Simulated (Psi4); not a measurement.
# HF (SMILES F), run twice

Aim: the energy of HF at BCCD/aug-cc-pV(D+d)Z (DKH2).

The calculation is run with Psi4 1.11.

2 further runs of the same task are left out: 2 that didn't finish.

## 1. The system as given

The species is HF (2 atoms), meant as a singlet with charge 0. SMILES: `F`. The coordinates come from a PBE0-D4/def2-TZVP relaxation.

Bond lengths: F1–H2 0.920 Å.

## 2. Try one

fh.py

```python
import psi4

psi4.set_memory(1600000000)
psi4.set_num_threads(1)
psi4.set_output_file('psi4.out', False)

molecule = psi4.geometry("""
0 1
F
H 1 0.919961
""")

psi4.set_options({
    'scf_type': 'pk',
    'freeze_core': True,
    'max_scf_iter': 100,
    'relativistic': 'dkh',
    'dkh_order': 2,
})

energy_value, wavefunction = psi4.energy("bccd/aug-cc-pV(D+d)Z", return_wfn=True)
print(f'bccd/aug-cc-pV(D+d)Z energy: {energy_value:.10f} Eh')
```

Launch:

```console
$ python fh.py
```

psi4.out:

```text
Psi4 1.11 release

Error: option MAX_SCF_ITER is not contained in the list of available options.

Did you mean?
```

The script printed:

```text
Error: option MAX_SCF_ITER is not contained in the list of available options.

Did you mean?

Traceback (most recent call last):
  File "fh.py", line 13, in <module>
    psi4.set_options({
```

Wall time 1.4 s (1 thread of AMD EPYC 7R43 (Zen 3), shared host); peak memory 0.13 GiB.

## 3. Reading the log

The input was rejected.

The telling line is `Error: option MAX_SCF_ITER is not contained in the list of available options.`. What is wrong: the input text is malformed or holds a word that the program doesn't know.

## 4. Second attempt

calc.py

```python
import psi4

psi4.set_memory(1600000000)
psi4.set_num_threads(1)
psi4.set_output_file('fh.out', False)

m = psi4.geometry("""
0 1
F
H 1 0.919961
""")

psi4.set_options({
    'scf_type': 'pk',
    'freeze_core': True,
    'relativistic': 'dkh',
    'dkh_order': 2,
})

e_tot = psi4.energy('bccd/aug-cc-pV(D+d)Z')
print(f'bccd/aug-cc-pV(D+d)Z energy: {e_tot:.10f} Eh')
for k, v in sorted(psi4.core.scalar_variables().items()):
    print(f'{k:45s} {v:18.10f}')
```

Launch:

```console
$ python calc.py
```

fh.out:

```text
[...]
  Running in c2v symmetry.
[...]
  Nuclear repulsion =    5.176953040433236
[...]
  Multiplicity = 1
[...]
  Nalpha       = 5
  Nbeta        = 5
[...]
    Number of basis functions: 32
[...]
   @RHF iter   1:  -100.07259436958647   -3.98781e-01   1.73085e-02 DIIS/ADIIS
[...]
   @RHF iter   9:  -100.11289172007255   -2.01794e-12   7.32513e-09 DIIS
[...]
    Orbital Energies [Eh]
    ---------------------
    Doubly Occupied:
       1A1   -26.340604     2A1    -1.609281     3A1    -0.769950
       1B1    -0.650273     1B2    -0.650273
[...]
  @RHF Final Energy:  -100.11289172007255
   => Energetics <=
    Nuclear Repulsion Energy =              5.1769530404332356
    One-Electron Energy =                -150.5389273604434379
    Two-Electron Energy =                  45.2490825999376511
    Total Energy =                       -100.1128917200725539
[...]
 Multipole Moments:
 ------------------------------------------------------------------------------------
     Multipole            Electronic (a.u.)      Nuclear  (a.u.)        Total (a.u.)
 ------------------------------------------------------------------------------------
 L = 1.  Multiply by 2.5417464519 to convert [e a0] to [Debye]
 Dipole X            :          0.0000000            0.0000000            0.0000000
 Dipole Y            :          0.0000000            0.0000000            0.0000000
 Dipole Z            :         -0.1015837            0.8627081            0.7611244
 Magnitude           :                                                    0.7611244
[...]
      * MP2 total energy                      = -100.335331087651852
[...]
      * CCSD total energy                     = -100.339022396321070
[...]
      * MP2 total energy                      = -100.339735621258896
[...]
      * CCSD total energy                     = -100.338468751000065
[...]
      * MP2 total energy                      = -100.339687873484365
[...]
      * CCSD total energy                     = -100.338474893799741
[...]
```

The script printed:

```text
bccd/aug-cc-pV(D+d)Z energy: -100.3384748938 Eh
BCCD CORRELATION ENERGY                            -0.2255831737
BCCD TOTAL ENERGY                                -100.3384748938
BRUECKNER CONVERGED                                 1.0000000000
CC D1 DIAGNOSTIC                                    0.0000457858
CC D2 DIAGNOSTIC                                    0.1184062809
CC NEW D1 DIAGNOSTIC                                0.0000457858
CC T1 DIAGNOSTIC                                    0.0000270522
CCSD CORRELATION ENERGY                            -0.2261306762
CCSD DOUBLES ENERGY                                -0.2261306762
CCSD ITERATIONS                                     7.0000000000
CCSD OPPOSITE-SPIN CORRELATION ENERGY              -0.1732439647
CCSD SAME-SPIN CORRELATION ENERGY                  -0.0528867115
CCSD SINGLES ENERGY                                 0.0000000000
CCSD TOTAL ENERGY                                -100.3390223963
CURRENT CORRELATION ENERGY                         -0.2255831737
CURRENT ENERGY                                   -100.3384748938
CURRENT REFERENCE ENERGY                         -100.1128917201
DD SOLVATION ENERGY                                 0.0000000000
HF KINETIC ENERGY                                  99.9602305938
HF POTENTIAL ENERGY                              -200.0731223138
HF TOTAL ENERGY                                  -100.1128917201
HF VIRIAL RATIO                                     2.0015272186
MP2 CORRELATION ENERGY                             -0.2224393676
MP2 DOUBLES ENERGY                                 -0.2224393676
MP2 OPPOSITE-SPIN CORRELATION ENERGY               -0.1629659353
MP2 SAME-SPIN CORRELATION ENERGY                   -0.0594734323
MP2 SINGLES ENERGY                                 -0.0000000000
MP2 TOTAL ENERGY                                 -100.3353310877
NUCLEAR REPULSION ENERGY                            5.1769530404
ONE-ELECTRON ENERGY                              -150.5389273604
PCM POLARIZATION ENERGY                             0.0000000000
PE ENERGY                                           0.0000000000
SCF ITERATION ENERGY                             -100.1128917201
SCF ITERATIONS                                      9.0000000000
SCF TOTAL ENERGY                                 -100.1128917201
TWO-ELECTRON ENERGY                                45.2490825999
```

Wall time 13 s (1 thread of AMD EPYC 7R43 (Zen 3), shared host); peak memory 0.2 GiB.

## 5. Results

Level: BCCD/aug-cc-pV(D+d)Z (DKH2).

| quantity | value |
| --- | --- |
| total energy | -100.33847 Eh |
| HOMO energy (Hartree–Fock orbitals) | -17.69 eV |
| LUMO energy (Hartree–Fock orbitals) | 0.97 eV |
| HOMO–LUMO gap (Hartree–Fock orbitals) | 18.67 eV |
| correlation energy (1 core orbital frozen) | -225.6 mEh |
